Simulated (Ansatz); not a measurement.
For rock-salt NaI, LDA (PAW; Ansatz, a first-principles code) gives:

| Item | Value |
|---|---|
| lattice parameter a | 6.260 Å |
| bulk modulus B0 | 20.8 GPa |
| cohesive energy | 2.84 eV/atom |
| band gap at the measured cell | 3.33 eV |
| elastic constant C11 | 44.4 GPa |
| elastic constant C44 | 7.63 GPa |
| polycrystal shear modulus | 10.8 GPa |
| enthalpy of formation | -1.272 eV/atom |

What does PBE0 in Ansatz (PAW) give for the same quantities?


- lattice constant a: 6.482 Å (increases by 3.5 %)
- bulk modulus: 16.0 GPa (falls by 23 %)
- cohesive energy: 2.52 eV/atom (decreases by 0.32 eV/atom)
- band gap at the measured cell: 5.34 eV (grows by 2.01 eV)
- elastic constant C11: 32.0 GPa (decreases by 28 %)
- elastic constant C44: 7.52 GPa (shrinks by 1.4 %)
- Voigt–Reuss–Hill shear modulus: 9.06 GPa (falls by 16 %)
- formation enthalpy: -1.431 eV/atom (moves by -0.159 eV/atom)

For comparison: lattice constant a 6.409 Å (measured, low temperature, zero-point motion not removed; as tabulated in Doll and Stoll (1998), arXiv:cond-mat/9801031); bulk modulus 17.9 GPa (measured, 4 K, zero-point motion not removed; as tabulated in Doll and Stoll (1998), arXiv:cond-mat/9801031); band gap 5.9 eV (measured, temperature not stated, not corrected to a static lattice; as tabulated in Abedi et al. (2022), arXiv:2211.14644); formation enthalpy -1.492 eV/atom (measured, 298 K, copied from a table, unchecked, not corrected to a static lattice; as tabulated in NASA TM-4513).

Changes are worked out from the printed values.

Unless a cell is named, each level is at its own relaxed cell (LDA 30.66, PBE0 34.05 Å³/atom).

Levels without +SOC leave out spin–orbit coupling, which shifts energies and cells of such heavy elements.

Spin–orbit coupling is included only where a level's name says +SOC; with heavier elements it mostly lowers gaps and can invert bands. Density-functional gaps are differences of (generalised) Kohn–Sham levels.

Ansatz's density-functional and Hartree–Fock values are scalar-relativistic unless marked +SOC, with PAW data made under PBE.
